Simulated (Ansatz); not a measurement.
TlS (I4/mcm, No. 140) was calculated with r²SCANh in Ansatz (plane waves, PAW).

Settings: plane-wave cutoff 520 eV, 4×4×4 k mesh, Fermi–Dirac smearing 0.01 eV, scalar-relativistic PAW data made under PBE.

Cell (measured lattice):

```cif
data_S4Tl4
_chemical_formula_sum 'Tl4 S4'
_space_group_name_H-M_alt 'P 1'
_space_group_IT_number 1
_cell_length_a 6.47077
_cell_length_b 6.47077
_cell_length_c 6.47077
_cell_angle_alpha 106.027
_cell_angle_beta 106.027
_cell_angle_gamma 116.604
loop_
_space_group_symop_operation_xyz
  'x, y, z'
loop_
_atom_site_label
_atom_site_type_symbol
_atom_site_fract_x
_atom_site_fract_y
_atom_site_fract_z
_atom_site_occupancy
Tl1 Tl 0.75000 0.25000 0.50000 1
Tl2 Tl 0.25000 0.75000 0.50000 1
Tl3 Tl 0.25000 0.25000 0.00000 1
Tl4 Tl 0.75000 0.75000 0.00000 1
S1 S 0.67900 0.17900 0.85800 1
S2 S 0.17900 0.32100 0.50000 1
S3 S 0.32100 0.82100 0.14200 1
S4 S 0.82100 0.67900 0.50000 1
```

Question: Estimate the band gap, smallest direct gap on the k points sampled and Γ–Γ gap that the calculation returns.

Answer: 
* **band gap**: 0.90 eV
* **smallest direct gap on the k points sampled**: 1.62 eV
* **Γ–Γ gap**: 2.96 eV

Note: cell and atoms aren't relaxed at this level (largest force component 0.41 eV/Å, pressure -0.3 GPa).

Spin–orbit coupling is not included; with these elements it can move the gap by several tenths of an eV or more.

The computed numbers hold no vibrational or temperature effects.

Ansatz is a program for electronic structure.
